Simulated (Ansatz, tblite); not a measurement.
# B(OMe2)H3 (C₂H₉BO): which spin state is lowest

Is the singlet the ground state of B(OMe2)H3 (C₂H₉BO)? Other spin states are computed and compared level by level.

The runs use Ansatz 0.2.0, Gaussian basis; as each input shows.

Plan: triplet, at the geometry of the singlet (GFN1-xTB, GFN2-xTB, PBE0-D4/def2-TZVP, PBE-D4/def2-TZVP, r2SCAN-D4/def2-TZVP); the singlet's energies come from earlier runs.

## 1. The relaxed structure

The singlet was relaxed beforehand with PBE-D4/def2-SVP.

13 atoms, charge 0, spin multiplicity 1.

Bond lengths: B1–O2 1.652 Å, B1–H11 1.226 Å, B1–H12 1.234 Å, B1–H13 1.226 Å, O2–C3 1.437 Å, O2–C4 1.437 Å, C3–H5 1.103 Å, C3–H6 1.111 Å, C3–H7 1.108 Å, C4–H8 1.111 Å, C4–H9 1.108 Å, C4–H10 1.103 Å. Angles: O2–B1–H11 103.2°, O2–B1–H12 104.2°, O2–B1–H13 103.2°, H11–B1–H12 114.6°, H11–B1–H13 114.9°, H12–B1–H13 114.6°, B1–O2–C3 113.6°, B1–O2–C4 113.6°, C3–O2–C4 113.2°, O2–C3–H5 106.5°, O2–C3–H6 110.3°, O2–C3–H7 109.0°, H5–C3–H6 109.7°, H5–C3–H7 110.7°, H6–C3–H7 110.7°, O2–C4–H8 110.3°, O2–C4–H9 109.0°, O2–C4–H10 106.5° and more.

## 2. Triplet at the fixed geometry, GFN1-xTB

Tight binding, by tblite at 300 K electronic temperature and without a spin-polarisation term:

```python
tblite.interface.Calculator('GFN1-xTB', numbers, positions, charge=0, uhf=2).singlepoint()
```

Energy -403.1786 eV; 0.007 s.

## 3. Triplet at the fixed geometry, GFN2-xTB

Tight binding, by tblite at 300 K electronic temperature and without a spin-polarisation term:

```python
tblite.interface.Calculator('GFN2-xTB', numbers, positions, charge=0, uhf=2).singlepoint()
```

Energy -376.1562 eV; 0.003 s.

## 4. Triplet at the fixed geometry, PBE0-D4/def2-TZVP

Input file in.yaml:

```yaml
crystal:
  periodic: [false, false, false]
  atoms:
    - {symbol: B, position_ang: [0.191075, -0.333756, -1.494938]}
    - {symbol: O, position_ang: [0.200442, -0.338852, 0.157168]}
    - {symbol: C, position_ang: [-1.105940, -0.481892, 0.739303]}
    - {symbol: C, position_ang: [0.960655, 0.737809, 0.730634]}
    - {symbol: H, position_ang: [-1.560176, -1.372553, 0.272903]}
    - {symbol: H, position_ang: [-1.725995, 0.413226, 0.518341]}
    - {symbol: H, position_ang: [-0.999826, -0.623474, 1.833398]}
    - {symbol: H, position_ang: [0.473906, 1.712235, 0.511345]}
    - {symbol: H, position_ang: [1.042510, 0.579099, 1.824465]}
    - {symbol: H, position_ang: [1.956064, 0.704914, 0.256047]}
    - {symbol: H, position_ang: [1.383456, -0.325826, -1.782103]}
    - {symbol: H, position_ang: [-0.414962, 0.699567, -1.791201]}
    - {symbol: H, position_ang: [-0.401211, -1.370498, -1.775352]}
basis:
  gaussian: {orbitals: def2-TZVP}
magnetization: {spin_polarized: true, initial_magnetization: 2}
hamiltonian: {xc: pbe0, dispersion: d4}
scf: {omitted_lower_state_checks: [starts]}
output: {orbitals: {seedname: orbitals}}
```

The run is started by

```console
$ ansatz run in.yaml --threads 4 --pin off --events-out ev --progress --plain --max-ram 3916MiB
```

Log:

```text
Functional definition: PBE0
  name "PBE0"
  cite "Adamo & Barone, J. Chem. Phys. 110, 6158 (1999) doi:10.1063/1.478522"
  cite "Perdew, Burke & Ernzerhof, Phys. Rev. Lett. 77, 3865 (1996) doi:10.1103/PhysRevLett.77.3865"
  parent pbe
  parameter a = 0.25
  parameter kappa = 0.804
  parameter beta = 0.06672455060314922
  exchange = (1 - a)*pbe_x(kappa = kappa, mu = beta*pi^2/3) + a*exact_x
  correlation = pbe_c(beta = beta)
these checks for a lower state are left out or cut short: starts
1076 factors; their error is unknown
mean field evaluation 1: about -4926.1516 eV, gradient 3.3e1 eV
mean field evaluation 2: about -4924.9711 eV, gradient 3.6e1 eV
mean field evaluation 4: about -4931.7333 eV, gradient 2.6e0 eV
mean field evaluation 8: about -4931.8041 eV, gradient 5.2e-1 eV
mean field evaluation 16: about -4931.8009 eV, gradient 6.4e-3 eV
mean field -4931.80087804 eV, -181.2403393731 hartree, gradient 2.0e-5 eV, S^2 2.005595; 0 other end points of the search recorded, 0 dependent functions left out
reference -4931.80091713 eV, -181.2403408098 hartree; 18, 16 occupied and 160, 162 virtual orbitals, 1076 factors
Total energy: -4931.97024893 eV, -181.2465636385 hartree
Checks for a lower state left out: starts
```

Wall time 4.5 s (4 threads of Arm Neoverse V2, shared host).

Report: HOMO -1.33 eV, LUMO -6.67 eV (over both spins; with the spin held, an empty level of the minority spin lies below the top filled one); ⟨S²⟩ 2.006 (pure: 2.00).

## 5. Triplet at the fixed geometry, PBE-D4/def2-TZVP

start.molden holds the orbitals of an earlier run on this state, given as this run's starting guess.

in.yaml: that of step 4 with these lines changed.

```diff
@@ -17,5 +17,5 @@
 basis:
-  gaussian: {orbitals: def2-TZVP}
+  gaussian: {orbitals: def2-TZVP, initial_orbitals: start.molden}
 magnetization: {spin_polarized: true, initial_magnetization: 2}
-hamiltonian: {xc: pbe0, dispersion: d4}
+hamiltonian: {xc: pbe, dispersion: d4}
 scf: {omitted_lower_state_checks: [starts]}
```

Same command.

Log:

```text
Functional definition: PBE
  name "PBE"
  cite "Perdew, Burke & Ernzerhof, Phys. Rev. Lett. 77, 3865 (1996) doi:10.1103/PhysRevLett.77.3865"
  parent pbe
  parameter kappa = 0.804
  parameter beta = 0.06672455060314922
  exchange = pbe_x(kappa = kappa, mu = beta*pi^2/3)
  correlation = pbe_c(beta = beta)
these checks for a lower state are left out or cut short: starts
1076 factors; their error is unknown
mean field evaluation 1: about -4931.6015 eV, gradient 5.9e0 eV
mean field evaluation 2: about -4931.7215 eV, gradient 2.0e-1 eV
mean field evaluation 4: about -4931.6950 eV, gradient 2.2e-2 eV
mean field evaluation 8: about -4931.6950 eV, gradient 1.6e-5 eV
mean field -4931.69503949 eV, -181.2364498782 hartree, gradient 1.6e-5 eV, S^2 2.002496; 0 other end points of the search recorded, 0 dependent functions left out
reference -4931.69509141 eV, -181.2364517862 hartree; 18, 16 occupied and 160, 162 virtual orbitals, 1076 factors
Total energy: -4931.89848848 eV, -181.2439264909 hartree
Checks for a lower state left out: starts
```

It took 2.7 s on 4 threads of Arm Neoverse V2, shared host.

From the report: HOMO -0.86 eV, LUMO -7.40 eV (over both spins; with the spin held, an empty level of the minority spin lies below the top filled one); ⟨S²⟩ 2.002 (pure: 2.00).

## 6. Triplet at the fixed geometry, r2SCAN-D4/def2-TZVP

in.yaml: that of step 5 with these lines changed.

```diff
@@ -19,3 +19,3 @@
 magnetization: {spin_polarized: true, initial_magnetization: 2}
-hamiltonian: {xc: pbe, dispersion: d4}
+hamiltonian: {xc: r2scan, dispersion: d4}
 scf: {omitted_lower_state_checks: [starts]}
```

The command is unchanged.

Log:

```text
Functional definition: r2SCAN
  name "r2SCAN"
  cite "Furness, Kaplan, Ning, Perdew & Sun, J. Phys. Chem. Lett. 11, 8208 (2020) doi:10.1021/acs.jpclett.0c02405"
  cite "Furness, Kaplan, Ning, Perdew & Sun, J. Phys. Chem. Lett. 11, 9248 (2020) doi:10.1021/acs.jpclett.0c03077"
  parent r2scan
  parameter k0 = 0.174
  parameter k1 = 0.065
  parameter a1 = 4.9479
  exchange = r2scan_x(k0 = k0, k1 = k1, a1 = a1)
  correlation = r2scan_c
these checks for a lower state are left out or cut short: starts
1076 factors; their error is unknown
mean field evaluation 1: about -4935.0523 eV, gradient 3.3e0 eV
mean field evaluation 2: about -4935.1051 eV, gradient 8.5e-2 eV
mean field evaluation 4: about -4935.0799 eV, gradient 1.0e-2 eV
mean field evaluation 8: about -4935.0799 eV, gradient 1.8e-5 eV
mean field -4935.07992553 eV, -181.3608421459 hartree, gradient 1.8e-5 eV, S^2 2.006452; 0 other end points of the search recorded, 0 dependent functions left out
reference -4935.07994338 eV, -181.3608428017 hartree; 18, 16 occupied and 160, 162 virtual orbitals, 1076 factors
Total energy: -4935.13192793 eV, -181.3627531988 hartree
Checks for a lower state left out: starts
```

Run time: 5.5 s. Hardware: 4 threads of Arm Neoverse V2, shared host.

HOMO -0.79 eV, LUMO -7.35 eV (over both spins; with the spin held, an empty level of the minority spin lies below the top filled one); ⟨S²⟩ 2.006 (pure: 2.00).

## 7. Triplet less singlet, vertical

The singlet's energies are those of its earlier runs, whose logs aren't repeated here.

```
              level  triplet less singlet, vertical (eV)     time
           GFN1-xTB                               +8.410  0.027 s
           GFN2-xTB                               +8.900   0.01 s
   PBE-D4/def2-TZVP                               +6.504     13 s
r2SCAN-D4/def2-TZVP                               +6.896      8 s
  PBE0-D4/def2-TZVP                               +7.119    8.9 s
```

Times add the two runs; a level without a time comes out of a correlated run. Tight binding without a spin term can't rank spin states.

## 8. Summary of results

| quantity | value |
| --- | --- |
| triplet less singlet, vertical, functionals in def2-TZVP | +6.504 (PBE-D4) to +7.119 eV (PBE0-D4) |

**Reading.** All functionals put the triplet above the singlet, over a spread of 0.615 eV. The checks for a lower triplet were left out, so another state of that spin may lie lower. These are electronic energies, without zero-point motion, entropy or surroundings.
